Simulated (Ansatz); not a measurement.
The input, for Ansatz 0.2.0:

```yaml
crystal:
  periodic: [false, false, false]
  atoms:
    - {symbol: O, position_ang: [0.000000, 0.000000, 0.000000]}
    - {symbol: C, position_ang: [0.000000, 0.000000, 1.195530]}
basis:
  gaussian: {orbitals: STO-3G, point_charges: [{charge: -0.50, position_ang: [3.670, -0.223, 0.969]}]}
total_charge: 1
magnetization: {spin_polarized: false, initial_magnetization: 3}
correlation: {method: ccsdtq, electrons: outside_noble_gas, diis_vectors: 4}
scf: {lower_state_search: off}
output: {forces: true}
```

```sh
$ ansatz run in.yaml --threads 1 --pin off --events-out ev --progress --plain --max-ram 2393MiB
```

Log:

```
these checks for a lower state are left out or cut short: starts, cluster_reference, orbital_swaps, neighbouring_geometries, increment
149 factors; integrals over basis functions are off by at most 3.2e-8 eV
mean field evaluation 1: about -3011.3539 eV, gradient 1.2e1 eV
mean field evaluation 2: about -3011.4084 eV, gradient 1.2e1 eV
mean field evaluation 4: about -3012.3615 eV, gradient 2.2e0 eV
mean field evaluation 8: about -3012.3957 eV, gradient 2.0e-1 eV
mean field evaluation 16: about -3013.2693 eV, gradient 1.1e-1 eV
mean field -3013.26548978 eV, -110.7354642846 hartree, gradient 2.5e-9 eV, S^2 3.750000; 0 other end points of the search recorded, 0 dependent functions left out
2 core orbitals not correlated: weight in the atoms' cores, before any rotation towards them, 1.000 or more for the frozen orbitals, at most 0.000 for the correlated occupied ones
reference -3013.26548978 eV, -110.7354642846 hartree; 6, 3 occupied and 2, 5 virtual orbitals, 149 factors
second order -1.40913742 eV of doubles, -0.01844527 eV of singles
cycle   1  -1.67484277 eV  change   -2.5e-1 eV  update   8.2e-2
cycle   2  -1.92348313 eV  change   -2.5e-1 eV  update   4.4e-2
cycle   3  -2.07683656 eV  change   -1.5e-1 eV  update   3.4e-2
cycle   4  -2.12580900 eV  change   -4.9e-2 eV  update   2.7e-2
cycle   5  -2.17591630 eV  change   -5.0e-2 eV  update   2.6e-2
...
cycle   7  -2.87353561 eV  change    1.2e-7 eV  update   3.4e-8
cycle   8  -2.87353543 eV  change    1.7e-7 eV  update   2.7e-8
cycle   9  -2.87353535 eV  change    8.8e-8 eV  update   2.7e-8
cycle  10  -2.87353527 eV  change    8.1e-8 eV  update   2.4e-8
cycle  11  -2.87353524 eV  change    2.3e-8 eV  update   2.8e-8
cycle  12  -2.87353523 eV  change    1.2e-8 eV  update   2.3e-8
cycle  13  -2.87353522 eV  change    1.0e-8 eV  update   1.7e-8
cycle  14  -2.87353522 eV  change    4.0e-9 eV  update   7.1e-9
cycle  15  -2.87353522 eV  change    1.2e-9 eV  update   2.4e-9
WARN: these amplitudes may be one of several solutions (largest doubles amplitude 0.99, level shift 0.00 eV)
the calculation of the forces begins
mean field evaluation 32: about -3013.2655 eV, gradient 2.5e-9 eV
Total energy: -3016.13902499 eV, -110.8410647560 hartree
Atom 0 at     0.000000     0.000000     0.000000 Å, force     0.173024    -0.010513   -19.408978 eV/Å
Atom 1 at     0.000000     0.000000     1.195530 Å, force     0.349451    -0.021234    19.433093 eV/Å
Dipole moment:     0.011349    -0.000690     0.299608 e Å
Checks for a lower state left out: starts, cluster_reference, orbital_swaps, neighbouring_geometries, increment
```

Forces (eV/Å):
```
O     0.173  -0.011 -19.409
C     0.349  -0.021  19.433
```

Ran on 1 thread of AMD EPYC 7B13, shared host: 91 s wall, 0.2 GiB peak host memory.
